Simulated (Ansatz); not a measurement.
Energy needed to pull apart BClF (SMILES F[B]Cl), doublet, into free ground-state atoms, from the structure below (displaced at random from a GFN2-xTB minimum); no zero-point or spin–orbit terms; open-shell atoms are treated unrestricted, in their ground-state multiplicity.

```
3
angstrom
F 0.5115 1.0569 0.3874
B -0.3589 0.2793 -0.1380
Cl -0.1706 -1.4335 -0.2092
```

Ansatz 0.2.0; basis: def2-TZVPP; cores frozen in the correlated methods; orbitals are unrestricted.

```csv
method,atomization energy (eV)
PBE-D4,11.43
revPBE-D4,11.00
r2SCAN-D4,11.23
PBE0-D4,11.05
wB97X-V,?
wB97M-V,10.86
HF,8.31
MP2,?
CCSD,10.18
CCSD(T),10.42
```

(1) What does wB97X-V give? (To be estimated.)

(2) What does MP2 give? (Judge from chemistry; the value comes from the calculation.)

No T1 diagnostic of these runs exceeds 0.015. ⟨S²⟩ of the unrestricted Hartree–Fock references: 0.75 (a pure state has 0.75).

Results:

(1) By the calculation: 10.80 eV, which is about 0.38 eV more than CCSD(T)/def2-TZVPP.

(2) The calculation gives: 11.17 eV, which is about 0.75 eV more than CCSD(T)/def2-TZVPP.

In triple zeta the MP2 and coupled-cluster atomization energies are still short of their basis limit by a few kcal/mol a bond, whereas those of the functionals are nearly converged, so these differences are not deviations from converged CCSD(T).

For scale, one of the runs: CCSD(T)/def2-TZVPP forces, 104 basis functions (an equivalent command: `ansatz run in.yaml --threads 4`). Time: 44 s of wall clock on 4 CPU threads; the host was shared. Peak host memory: 1.2 GiB.
